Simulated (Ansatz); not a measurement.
A calculation with Ansatz (development build ahead of 0.2.0).

```yaml
crystal:
  periodic: [false, false, false]
  atoms:
    - { symbol: C, position_ang: [-0.11833, -0.08268, -0.50704] }
    - { symbol: C, position_ang: [-0.0856, -0.05476, 0.87995] }
    - { symbol: H, position_ang: [-0.09922, -0.99069, -0.94331] }
    - { symbol: H, position_ang: [-0.00279, 0.91703, -1.07295] }
basis:
  gaussian: { orbitals: "6-31G" }
hamiltonian:
  xc: hf
correlation:
  method: mp2
  frozen_orbitals: { C: 1, H: 0 }
```

The input is written out in the form of the current development build from the run's settings.

Results

```json
{
  "Converged": "yes",
  "Reference energy": "-76.71797 hartree",
  "Correlation energy": "-0.15903 hartree",
  "Total energy": "-76.87700 hartree",
  "Spin squared of the determinant": "0.000"
}
```
